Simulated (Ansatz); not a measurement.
Relaxation of C3H6ClN (11 atoms, charge 0, multiplicity 1), to a largest force component of 0.02 eV/Å in at most 50 steps.

Level of theory: RKS PBE/6-31G* (Ansatz).

```xyz
11
Properties=species:S:1:pos:R:3
C -1.244 -0.812 0.324
C -0.482 0.468 0.495
C 0.638 0.760 -0.137
N 1.451 0.017 -1.017
Cl 1.487 2.237 0.176
H -2.305 -0.483 -0.008
H -0.849 -1.445 -0.432
H -1.327 -1.290 1.254
H -0.888 1.214 1.234
H 2.362 0.266 -0.989
H 1.223 -0.991 -0.880
```

Where does it end, and by what steps?

The run converged. After 13 steps the energy has fallen by 0.528 eV; H7 moved furthest, 0.51 Å.

```tsv
step	energy less start (eV)	largest force component (eV/Å)	accepted
0	0.0000	5.577	yes
1	-0.4402	1.438	yes
2	-0.4920	0.508	yes
3	-0.5050	0.233	yes
4	-0.5130	0.114	yes
5	-0.5169	0.058	yes
6	-0.5076	0.606	no
7	-0.5209	0.070	yes
8	-0.5241	0.122	yes
9	-0.5250	0.135	yes
10	-0.5252	0.106	yes
11	-0.5265	0.119	yes
12	-0.5279	0.042	yes
13	-0.5282	0.014	yes
```

```xyz
11
Properties=species:S:1:pos:R:3
C -1.211 -0.794 0.363
C -0.450 0.487 0.568
C 0.701 0.799 -0.067
N 1.339 0.106 -1.097
Cl 1.531 2.316 0.303
H -2.063 -0.675 -0.335
H -0.576 -1.607 -0.035
H -1.630 -1.156 1.319
H -0.873 1.232 1.247
H 2.356 0.057 -0.992
H 0.940 -0.822 -1.253
```

Time of the run: 11 s on 2 threads of AMD EPYC 9R45 96-Core Processor (Zen 5), with other jobs on the host, peak memory 0.21 GiB.
